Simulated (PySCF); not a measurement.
Gas-phase reaction: 2 NH3 + H3SiSiCl3 = H2SiNH + 2 H2 + SiCl3NH2

Method: PySCF energies (xtb for GFN2) plus ideal-gas RRHO corrections (1 bar). † marks an energy on the PBE0/def2-TZVP geometry and frequencies; other levels use their own. MP2 and CCSD(T) freeze the core. All species are closed-shell singlets. B3LYP is the form with VWN-RPA correlation. H3SiSiCl3, H2SiNH, SiCl3NH2: computed as isolated molecules; such fragments, hydroxides, amides, oligomers or adducts are transient or little studied in the gas. MP2 isn't extrapolated to the basis-set limit; its ΔH°(298 K) is 106.6 kJ in def2-SVP and 94.6 kJ in def2-TZVPP. CCSD(T) isn't extrapolated to the basis-set limit. The harmonic model lacks anharmonicity and excited electronic states, which grow with temperature; levels with a mode under 35 cm⁻¹ are left out. Internal rotation in H3SiSiCl3, SiCl3NH2 is treated as a harmonic vibration of one conformer, which makes the entropy rough. Warning, large T1 diagnostic: H2SiNH (CCSD(T)/def2-SVP†).

ΔH° and ΔS° at 298 K: B3LYP/def2-TZVP† 102 kJ, 105 J/K; BLYP/def2-TZVP† 84 kJ, 105 J/K; CCSD(T)/def2-SVP† 120 kJ, 105 J/K; GFN2-xTB -2 kJ, 98 J/K; M06-2X/def2-TZVP† 94 kJ, 105 J/K; MP2/def2-TZVPP† 95 kJ, 105 J/K.

Question: With the heat capacities included, give log10 K (1 bar) at 1200, 1400, 1600, 1800, 2000 K from B3LYP/def2-TZVP†, BLYP/def2-TZVP†, CCSD(T)/def2-SVP†, GFN2-xTB, M06-2X/def2-TZVP†, MP2/def2-TZVPP†.

Answer: 
```
T (K)  B3LYP/def2-TZVP†  BLYP/def2-TZVP†  CCSD(T)/def2-SVP†  GFN2-xTB  M06-2X/def2-TZVP†  MP2/def2-TZVPP†
-----  ----------------  ---------------  -----------------  --------  -----------------  ---------------
1200                1.8              2.6                1.0       6.0                2.2              2.1
1400                2.5              3.2                1.9       6.1                2.8              2.8
1600                3.1              3.7                2.5       6.1                3.4              3.3
1800                3.5              4.1                3.0       6.2                3.8              3.7
2000                3.9              4.4                3.4       6.2                4.1              4.1
```
